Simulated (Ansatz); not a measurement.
`FCC(F)CF` + H₂ → `CC(F)CF` + H–F  (hydrogenolysis of a C–F bond)

Computed with Ansatz on PBE0-D4/def2-TZVP structures; ΔE is electronic, products minus reactants. CCSD(T)/CBS adds triple-zeta CCSD(T) − MP2 to the extrapolated MP2 energy (def2 sets, frozen cores). This one scheme is used for every species. DFT in def2-TZVPP. B3LYP here is the variant with VWN-RPA as its local correlation; programs differ in this. One conformer a species, not always the lowest.

Question: Is it downhill or uphill in electronic energy at CCSD(T)/CBS, and by how much? (Estimate.)

Answer: The calculation gave: Downhill: ΔE = -1.21 eV.

Question: What do these levels give: r2SCAN-D4, PBE0-D4, B3LYP-D4, r2SCANh-D4, r2SCAN0-D4, PBE-QIDH, BLYP, r2SCAN, r2SCAN0, HF/def2-SVP, SCS-MP2/def2-TZVPP, MP2/CBS(def2)? (An estimate is asked.)

Answer: Computed: r2SCAN-D4 -1.07, PBE0-D4 -1.15, B3LYP-D4 -1.08, r2SCANh-D4 -1.10, r2SCAN0-D4 -1.14, PBE-QIDH -1.21, BLYP -1.04, r2SCAN -1.07, r2SCAN0 -1.14, HF/def2-SVP -1.07, SCS-MP2/def2-TZVPP -1.18, MP2/CBS(def2) -1.28 eV.

Largest T1 diagnostic among the species: 0.011.

From r2SCAN to r2SCAN0 (25 % exact exchange), in def2-TZVPP and without D4, ΔE moves by −0.07 eV. At CCSD(T), def2-SVP lies +0.17 eV from the extrapolated value and def2-TZVPP +0.04 eV. Leaving LDA and LC-ωPBE aside and taking each functional with its dispersion term where it has one, the values, not all of them listed here, spread over 0.19 eV, from PBE-QIDH to BLYP-D4.
